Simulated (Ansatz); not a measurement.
Geometry optimisation, Ansatz, RKS PBE0/def2-SVP.

Input:

```yaml
crystal:
  periodic: [false, false, false]
  atoms:
    - { symbol: C, position_ang: [0.3789, -0.757, -2.3899] }
    - { symbol: C, position_ang: [0.1702, -0.2706, -1.2967] }
    - { symbol: C, position_ang: [-0.0578, 0.2757, 0.0453] }
    - { symbol: C, position_ang: [0.8068, -0.5536, 1.0861] }
    - { symbol: "N", position_ang: [-1.4428, 0.2581, 0.3605] }
    - { symbol: S, position_ang: [0.5424, 2.0127, 0.1482] }
    - { symbol: H, position_ang: [0.5012, -1.0963, -3.3805] }
    - { symbol: H, position_ang: [0.4388, -1.5933, 1.0648] }
    - { symbol: H, position_ang: [0.5875, -0.1785, 2.1543] }
    - { symbol: H, position_ang: [1.8137, -0.5736, 0.9125] }
    - { symbol: H, position_ang: [-1.92, 0.8584, -0.2868] }
    - { symbol: H, position_ang: [-0.66275, 0.42387, -1.40626] }
    - { symbol: H, position_ang: [-0.0121, 2.2501, 1.3531] }
basis:
  gaussian: { orbitals: def2-SVP }
hamiltonian:
  xc: pbe0
relax:
  f_tol: 0.02
  max_steps: 50
output:
  orbitals: {}
```

Run as:

```bash
$ ansatz run input.yaml --threads 2 --pin off --max-ram 3072MiB --backend cpu --events-out ev --progress --plain --runs-dir out
```

Problem. Where does it end, and by what steps?

Solution. The run converged. After 16 steps the energy has fallen by 6.204 eV; H12 moved furthest, 1.39 Å. Parted: C2–H12. Joined: N5–H12.

| step | energy less start (eV) | largest force component (eV/Å) | accepted |
| --- | --- | --- | --- |
| 0 | 0.0000 | 4.477 | yes |
| 1 | -1.2134 | 2.406 | yes |
| 2 | -1.9521 | 3.202 | yes |
| 3 | -3.0885 | 4.029 | yes |
| 4 | -4.6014 | 3.533 | yes |
| 5 | -5.2898 | 5.352 | yes |
| 6 | -5.7815 | 1.606 | yes |
| 7 | -5.9078 | 1.154 | yes |
| 8 | -5.9886 | 0.655 | yes |
| 9 | -6.0471 | 0.723 | yes |
| 10 | -6.0929 | 0.404 | yes |
| 11 | -6.1506 | 0.427 | yes |
| 12 | -6.1797 | 0.544 | yes |
| 13 | -6.1926 | 0.518 | yes |
| 14 | -6.2027 | 0.142 | yes |
| 15 | -6.2037 | 0.045 | yes |
| 16 | -6.2038 | 0.019 | yes |

```xyz
13
Properties=species:S:1:pos:R:3
C 0.815 -0.743 -2.492
C 0.441 -0.304 -1.428
C -0.015 0.238 -0.142
C 0.630 -0.514 1.021
N -1.443 0.131 -0.053
S 0.635 2.016 -0.171
H 1.150 -1.132 -3.436
H 0.308 -1.565 0.996
H 0.309 -0.073 1.978
H 1.724 -0.461 0.963
H -1.772 0.511 0.832
H -1.890 0.656 -0.801
H 0.253 2.296 1.097
```

Whether the end is a true minimum wasn't checked by a vibrational analysis.

The run took 77 s on 2 threads of Arm Neoverse V1 (shared host), peak memory 0.31 GiB.
